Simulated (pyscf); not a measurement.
## Four-centre exchange: HN=SiH₂ (SMILES N=[SiH2]) + HF (SMILES F) -> HN=SiH–F (SMILES N=[SiH]F) + H₂ (SMILES [H][H])

Gas phase, singlet surface, charge 0. Bonds broken: Si2–H4, F6–H7. Bonds formed: Si2–F6, H4–H7. Optimised with ωB97X-D3(BJ)/def2-SVP in PySCF.

Transition state (Å):

```xyz
7

N     -0.1723    -1.5006     0.3921
Si    -0.8189    -0.0767     0.2112
H      0.2514    -2.1386    -0.2683
H     -1.7628     0.3671    -1.0862
H     -1.4160     0.6816     1.3193
F      0.0492     1.3349    -0.7123
H     -0.9342     1.0556    -1.2029
```

One imaginary mode, 1158i cm⁻¹; descent along it reached the two sides named, in the forms told below.

| bond | change | reactant side (Å) | saddle | product side |
|---|---|---|---|---|
| Si2–H4 | breaks | 1.491 | 1.665 | 2.9 |
| F6–H7 | breaks | 0.988 | 1.134 | 2.566 |
| Si2–F6 | forms | 2.298 | 1.897 | 1.621 |
| H4–H7 | forms | 3.2 | 1.084 | 0.761 |

Electronic energies relative to the separated reactants (kJ/mol):

| level | barrier | reaction energy | reverse barrier |
|---|---|---|---|
| ωB97X-D3(BJ)/def2-TZVP | 51.7 | -132.4 | 184.1 |
| PBE/def2-TZVP | 28.9 | -129.0 | 157.8 |
| r²SCAN/def2-TZVP | 31.5 | -139.3 | 170.7 |
| B3LYP-D3(BJ)/def2-TZVP | 51.9 | -133.5 | 185.3 |
| PBE0-D3(BJ)/def2-TZVP | 42.0 | -124.8 | 166.8 |
| M06-2X/def2-TZVP | 53.4 | -140.5 | 193.9 |
| ωB97M-D3(BJ)/def2-TZVP | 50.8 | -132.7 | 183.5 |
| HF/def2-TZVP | 117.3 | -126.1 | 243.4 |

With ωB97M-D3(BJ)/def2-TZVP energies and thermal terms (ideal gas, 1 atm, RRHO with modes under 100 cm⁻¹ raised to 100, one conformer, R ln 2 for chiral ones without a mode under 150 cm⁻¹), in kJ/mol:

```csv
T (K),ΔH‡,ΔG‡,ΔH,ΔG
298,46.8,86.9,-141.3,-135.5
600,44.9,128.6,-138.9,-130.5
900,45.5,170.3,-137.1,-126.8
1200,47.2,211.7,-135.9,-123.6
```

On the reactant side the descent ends in a bound adduct (not fully relaxed), 39.1 kJ/mol under the separated species and 90.8 kJ/mol under the saddle at ωB97X-D3(BJ)/def2-TZVP. HN=SiH₂ lies 76.0 kJ/mol over its isomer H₂N–SiH: [singlet] (electronic energy, ωB97M-D3(BJ)/def2-TZVP). HN=SiH–F lies 107.8 kJ/mol over its isomer H₂N–Si:–F [singlet] (electronic energy, ωB97M-D3(BJ)/def2-TZVP). One saddle was located; it need not be the lowest between these sides.
